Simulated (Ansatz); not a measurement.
Results of PBE in Ansatz (PAW) for hcp Re.

Settings: plane-wave cutoff 520 eV, 30×30×14 k mesh (along the axes of the cell as run), Fermi–Dirac smearing 0.055 eV (set by the program), no spin polarisation, scalar-relativistic PAW data made under PBE.

Computed at the level's own relaxed cell.

Hill averages of the elastic tensor: K = 364.4 GPa, G = 176.0 GPa. Volume 14.949 Å³/atom, mean atomic mass 186.207 u.

### Question
Work out the density, the sound velocities of a polycrystal and the elastic Debye temperature, and Pugh's ratio at this level.

### Answer
ρ = 1.66054 × 186.207/14.949 = 20.684 g/cm³. v_l = √[(K + 4G/3)/ρ] = 5.382 km/s and v_t = √(G/ρ) = 2.917 km/s. The mean follows from 3/v_m³ = 1/v_l³ + 2/v_t³: v_m = 3.255 km/s. Θ_D = (ħ/k_B) v_m (6π²/V)^(1/3) = 76.38 K Å s/km × 3.255 × 1.5823 Å⁻¹ = 393 K, counting all atoms of the cell. K/G = 2.07, to be set beside Pugh's rough bound of 1.75 between brittle and ductile metals.

Ansatz is an electronic-structure program.
